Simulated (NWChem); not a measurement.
System: silicon monoxide (SiO, singlet); SMILES O=[Si]

Program: NWChem. Low-valent species are run as closed-shell singlets; no triplet was tried in these runs. All runs use the structure optimised with PBE0-D3(BJ)/def2-TZVP. Level BLYP/def2-SVP: energy and gradient; each run changes one setting, and changes count from the defaults (medium grid, exact Coulomb integrals, symmetry on).

| setting | size of the energy change (μHa) | largest change of a gradient component (μHa/bohr) |
|---|---|---|
| defaults | < 10 | < 30 |
| Coulomb fitting, Ahlrichs set | 100 | < 30 |
| Becke weights | < 10 | < 30 |
| Coulomb fitting, Weigend set | 70 | 80 |
| coarse grid | 10 | 100 |
| symmetry off | < 10 | other frame |
| tight SCF thresholds and tolerances | < 10 | < 30 |
